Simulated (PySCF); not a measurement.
Isomers of C5H5N, mass 79.042 u with the commonest isotopes. Level of theory: PySCF 2.14.0, PBE0-D3(BJ)/def2-SVP geometry optimisation, gas phase. One conformer each, none proved a minimum here; rigid rotors.

Question: Order these by radius of gyration √(Σ m r²/M), smallest first.
A. `[H]/[N:6]=[CH:5]\[C:3]([C:2]#[CH:1])=[CH2:4]` with C2–C3–C5–N6 0°
B. `[CH:1]#[C:2][C:3](=[CH2:4])[N:5]=[CH2:6]` with C2–C3–N5–C6 0°
C. `CC1=C[C@@H]1C#N`

Answer: B (1.732 Å), A (1.764 Å), C (1.813 Å).

Question: Order these by dipole moment, largest first.
A. `CC1=C[C@@H]1C#N`
B. `[H]/[N:6]=[CH:5]\[C:3]([C:2]#[CH:1])=[CH2:4]` with C2–C3–C5–N6 0°
C. `[CH:1]#[C:2][C:3](=[CH2:4])[N:5]=[CH2:6]` with C2–C3–N5–C6 0°

Answer: A (4.67 D), B (2.46 D), C (1.30 D).

Question: Order these by rotational constant B, largest first.
A. `CC1=C[C@@H]1C#N`
B. `[CH:1]#[C:2][C:3](=[CH2:4])[N:5]=[CH2:6]` with C2–C3–N5–C6 0°
C. `[H]/[N:6]=[CH:5]\[C:3]([C:2]#[CH:1])=[CH2:4]` with C2–C3–C5–N6 0°

Answer: B (3712 MHz), C (3608 MHz), A (2429 MHz).

```tsv
SMILES	point group	Ia (u·Å²)	Ib (u·Å²)	Ic (u·Å²)	κ	μa (D)	μb (D)	μc (D)
[H]/N=C\C(=C)C#C	Cs	105.83	140.05	245.88	0.14	1.84	1.63	0.00
C#CC(=C)N=C	Cs	100.93	136.16	237.09	0.10	1.04	0.77	0.01
CC1=C[C@@H]1C#N	C1	63.75	208.03	247.80	-0.87	4.51	1.03	0.63
```
